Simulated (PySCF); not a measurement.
**How the method changes the constants of SiN⁺**

State: ³Σ⁻ (triplet), unpaired electrons π ↑↑. Set-up: Si def2-TZVPPD, N def2-TZVPPD; no relativity (PySCF 2.14). De refers to Si⁺ + N in their high-spin ground configurations, without counterpoise correction. The functionals are run spin-unrestricted. A positive dipole points towards N; it is taken about the centre of mass and depends on that origin.

```
      Level  Re (Å)  ωe (cm⁻¹)  De (eV)  μ (D)  CPU s a point (SCF and correlation, without the integrals)
        UHF   1.757        851     0.92  -2.92                                                           1
    UHF-MP2   1.778        823     2.27    n/a                                                         1.6
UHF-SCS-MP2   1.778        814     2.30    n/a                                                         n/a
   UHF-CCSD   1.784        799     2.22    n/a                                                         n/a
UHF-CCSD(T)   1.791        782     2.35    n/a                                                          25
        PBE   1.815        744     3.07  -2.43                                                         1.3
     revPBE   1.821        736     2.89  -2.42                                                        0.79
     r²SCAN   1.795        776     2.68  -2.45                                                           2
      TPSSh   1.794        785     2.81  -2.47                                                         2.6
    r²SCANh   1.787        791     2.57  -2.51                                                         2.6
      B3LYP   1.793        779     2.77  -2.63                                                         2.1
       PBE0   1.786        798     2.73  -2.56                                                         2.4
    ωB97X-V   1.781        817     2.73  -2.61                                                         5.8
     B2PLYP   1.787        791     2.59  -2.84                                                         1.9
```

Task: Which functional lies closest to UHF-CCSD(T) in De, which farthest, and by how much do they differ from it?

Result: Closest is r²SCANh (-0.4 pm in Re, +1.2 % in ωe, +0.22 eV in De against UHF-CCSD(T) in the same basis), farthest PBE (+2.4 pm in Re, -4.9 % in ωe, +0.72 eV in De). CCSD(T) converges more slowly with the basis than the functionals do and binds too weakly in this one, so the order can change at the basis-set limit.

Task: What does a quarter of exact exchange do here, going from PBE to PBE0?

Result: PBE0 less PBE: -2.9 pm in Re, +7.3 % in ωe, -0.34 eV in De. Exact exchange removes part of the self-interaction that spreads semilocal densities, and in most molecules shortens and stiffens the bond and lowers De; so it does here.

Task: What does second-order correlation do here, going from UHF to UHF-MP2?

Result: UHF-MP2 less UHF: +2.1 pm in Re, -3.3 % in ωe, +1.35 eV in De. Correlation nearly always deepens the well. The bond lengthens, as in strong covalent bonds, where excitations into antibonding orbitals dominate.

Correlated steps freeze 6 core orbitals. For an ion De counts to the pair picked by the measured ionisation energies or electron affinities, which need not be the lowest pair at this level. B2PLYP dipoles, levels and charges come from its SCF part alone. The state is the lowest determinant that a PBE0 search found; another state may lie lower at other levels.

The whole job (state search and all levels along the bond) took about 5.4 min on 2 threads of Arm Neoverse V1 (shared host), peak memory 3 GiB.
